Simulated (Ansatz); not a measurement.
## Ansatz (development build ahead of 0.2.0) run

```yaml
crystal:
  periodic: [false, false, false]
  atoms:
    - { symbol: Mg, position_ang: [0.0, 0.0, 0.0] }
    - { symbol: O, position_ang: [0.0, 0.0, 4.025] }
basis:
  gaussian: { orbitals: "6-31G" }
magnetization:
  spin_polarized: true
hamiltonian:
  xc: pbe0
output:
  forces: true
```

The input is written out in the form of the current development build from the run's settings.

Output:

* Converged: yes
* Total energy: -274.90547 hartree
* Spin squared of the determinant: 1.011
* Stability test: minimum

Forces (eV/Å):
| atom | Fx | Fy | Fz |
| --- | --- | --- | --- |
| Mg1 | 0.000 | 0.000 | 0.241 |
| O2 | 0.000 | 0.000 | -0.241 |

Caution: charge can spread falsely over distant fragments; another spin multiplicity may lie lower; the unrestricted determinant is a mixture of spin states.
